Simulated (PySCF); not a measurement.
## From a log to its input

A PySCF 2.14 run on the atoms B 0 0 0; B 0 0 1.817 (angstrom) printed this (some set-up lines and the per-cycle HOMO/LUMO lines with their warnings removed):

```
PySCF version 2.14.0

[INPUT] verbose = 4
[INPUT] num. atoms = 2
[INPUT] num. electrons = 9
[INPUT] charge = 1
[INPUT] spin (= nelec alpha-beta = 2S) = 1
[INPUT] symmetry True subgroup None
[INPUT] Mole.unit = angstrom

nuclear repulsion = 7.28091924766098
point group symmetry = Dooh
symmetry origin: [0.         0.         1.71681618]
symmetry axis x: [1. 0. 0.]
symmetry axis y: [0. 1. 0.]
symmetry axis z: [0. 0. 1.]
num. orbitals of irrep A1g = 6
num. orbitals of irrep E1gx = 3
num. orbitals of irrep E1gy = 3
num. orbitals of irrep A1u = 6
num. orbitals of irrep E1uy = 3
num. orbitals of irrep E1ux = 3
num. orbitals of irrep E2gx = 1
num. orbitals of irrep E2gy = 1
num. orbitals of irrep E2uy = 1
num. orbitals of irrep E2ux = 1
number of shells = 6
number of NR pGTOs = 132
number of NR cGTOs = 28
basis = ano-rcc-vdzp
ecp = {}

******** <class 'pyscf.x2c.sfx2c1e.sfX2C1eSymAdaptedUHF'> ********
method = sfX2C1eSymAdaptedUHF
initial guess = minao
damping factor = 0
level_shift factor = 0
DIIS = <class 'pyscf.scf.diis.CDIIS'>
diis_start_cycle = 1
diis_space = 8
diis_damp = 0
SCF conv_tol = 1e-09
SCF conv_tol_grad = None
SCF max_cycles = 50
direct_scf = True
direct_scf_tol = 1e-13
number electrons alpha = 5  beta = 4

******** <class 'pyscf.x2c.sfx2c1e.SpinFreeX2CHelper'> ********
approx = 1e
xuncontract = 1
Freeze 0 electrons in irreps []
    9 free electrons in irreps A1g E1gx E1gy A1u E1uy E1ux E2gx E2gy E2uy E2ux
Set gradient conv threshold to 3.16228e-05
init E= -48.9965176529639

cycle= 1 E= -48.7389907264951  delta_E= 0.258  |g|= 0.205  |ddm|= 1.11

cycle= 2 E= -48.7915024934235  delta_E= -0.0525  |g|= 0.0342  |ddm|= 0.314

cycle= 3 E= -48.7926949475854  delta_E= -0.00119  |g|= 0.0105  |ddm|= 0.0695

cycle= 4 E= -48.7928976428156  delta_E= -0.000203  |g|= 0.00318  |ddm|= 0.0238

cycle= 5 E= -48.7929198412144  delta_E= -2.22e-05  |g|= 0.000663  |ddm|= 0.0134

cycle= 6 E= -48.7929210074895  delta_E= -1.17e-06  |g|= 0.000231  |ddm|= 0.00322

cycle= 7 E= -48.7929212039853  delta_E= -1.96e-07  |g|= 0.000112  |ddm|= 0.00101

cycle= 8 E= -48.792921262468  delta_E= -5.85e-08  |g|= 2.52e-05  |ddm|= 0.000595

cycle= 9 E= -48.7929212646187  delta_E= -2.15e-09  |g|= 3.67e-06  |ddm|= 0.000111

cycle= 10 E= -48.7929212646439  delta_E= -2.53e-11  |g|= 4.97e-07  |ddm|= 1.02e-05

Extra cycle  E= -48.7929212646443  delta_E= -3.48e-13  |g|= 1.99e-07  |ddm|= 7.58e-07
converged SCF energy = -48.7929212646443  <S^2> = 0.75335323  2S+1 = 2.0033504

******** <class 'pyscf.mp.ump2.UMP2'> ********
nocc = (np.int64(5), np.int64(4)), nmo = (28, 28)
E(UMP2) = nan  E_corr = nan
E(SCS-UMP2) = nan  E_corr = nan
E_corr(same-spin) = nan
E_corr(oppo-spin) = -0.0974190167284022
Dipole moment(X, Y, Z, Debye): -0.00000, -0.00000,  4.36371
orbital energies (hartree): [array([-1.0026, -0.6877, -0.6121, -0.6121, -0.3034, -0.1339]), array([-8.0466, -0.9349, -0.6522, -0.2996, -0.2372, -0.2372])]
```

Task: Write the input that gave this log.

Result: The input was:

```python
from pyscf import gto, scf, mp

mol = gto.M(
    atom='B 0 0 0; B 0 0 1.817',
    basis='ano-rcc-vdzp',
    charge=1,
    spin=1,
    symmetry=True,
    verbose=4,
)
mf = scf.UHF(mol)
mf = mf.sfx2c1e()
mf.kernel()
mp.MP2(mf).kernel()
mf.dip_moment()
print('orbital energies (hartree):', [e[max(0, n-3):n+3].round(4) for e, n in zip(mf.mo_energy, mol.nelec)])
```

The bond length is a typed value, not an optimised one. The dipole of an ion depends on the origin. No search for the lowest solution was made.
